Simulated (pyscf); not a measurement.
Thermochemistry of product channels of O=Si=O (SMILES O=[Si]=O) + H• (SMILES [H]) on the doublet surface, in eV, from CCSD(T)/def2-TZVPP + ΔMP2(QZVPP) energies (ideal gas, 1 atm, RRHO with modes under 100 cm⁻¹ raised to 100, one conformer, R ln 2 for chiral ones without a mode under 150 cm⁻¹). Structures and frequencies: ωB97X-D3(BJ)/def2-SVP in PySCF. MP2 and CC: frozen core, UHF for open shells. ΔMP2 is the change of the MP2 total energy from the triple- to the quadruple-zeta basis.

```tsv
products	ΔE	ΔH(298 K)	ΔG(298 K)	ΔG(600 K)
O (SMILES [O]) [triplet] + [O=SiH]• (SMILES O=[SiH])	+3.38	+3.42	+3.27	+3.12
[O–SiH=O]• (SMILES [O][SiH]=O)	-1.24	-1.11	-0.88	-0.63
[O=Si–OH]• (SMILES O=[Si]O)	-2.84	-2.63	-2.40	-2.16
```

These are energies of the channels, which say nothing of barriers. The CCSD(T) − MP2 part came from Ansatz, without density fitting, on the same reference. Left out: orbital degeneracy and the spin-orbit lowering of O.
